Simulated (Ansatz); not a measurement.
Forces on a displaced structure

CH6BN (SMILES BCN), singlet, displaced at random from a GFN2-xTB minimum.

```xyz
9
angstrom
B 0.3859 1.2396 -0.1674
C 0.2412 -0.2458 -0.2718
N -0.5276 -0.9350 0.6725
H 1.2213 1.8570 -0.7355
H -0.2299 1.9981 0.6058
H -0.1997 -0.5142 -1.3354
H 1.3618 -0.7734 -0.2435
H -0.6572 -1.9770 0.4777
H -1.5235 -0.6341 0.6689
```

Ansatz 0.2.0; basis: def2-TZVPP; cores frozen in the correlated methods.

CCSD(T) forces from the calculation:
```tsv
atom	Fx	Fy	Fz (eV/Å)
B1	0.074	2.725	1.254
C2	2.216	-3.260	-3.048
N3	-3.096	-2.729	2.107
H4	0.180	-0.205	-0.586
H5	0.052	-0.969	-0.549
H6	1.324	0.866	1.011
H7	-2.559	1.499	-0.382
H8	0.746	1.899	0.105
H9	1.062	0.175	0.088
```

Root-mean-square difference of the force components from those of CCSD(T): PBE0-D4 0.172; wB97M-V 0.106; r2SCAN-D4 0.170; PBE-D4 0.277; revPBE-D4 0.243; r2SCAN0-D4 0.168 eV/Å.

T1 diagnostic: at most 0.011. These are differences at one structure, and CCSD(T) in triple zeta is itself an approximation.

For scale, one of the runs: CCSD(T)/def2-TZVPP forces, 177 basis functions (an equivalent command: `ansatz run in.yaml --threads 4`). Hardware: 4 CPU threads, shared host. Wall time 86 s; peak host memory 3.3 GiB.
